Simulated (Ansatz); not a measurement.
## Width of the whole s-p valence band of zinc-blende AlAs at several levels of theory

No measured value is used here.

```csv
level (code),value (eV),cell (Å³/atom)
LDA (Ansatz),11.91,22.68
PBE (Ansatz),11.86,22.68
PBE-D3(BJ) (Ansatz),11.85,22.72
HSE06-D3(BJ) (Ansatz),13.21,22.12
Hartree–Fock (Ansatz),(withheld),22.68
```

Question: Complete the blanks.

Answer: 
- Hartree–Fock (Ansatz, an electronic-structure program), value (eV): 16.60

Widths are read from band energies on the run's k points.  Values are at the measured cell; PBE-D3(BJ) at the level's own equilibrium cell; HSE06-D3(BJ) at the level's own relaxed cell. Cutoffs and k meshes differ between the levels. Ansatz's density-functional and Hartree–Fock values are scalar-relativistic unless marked +SOC, with PAW data made under PBE.
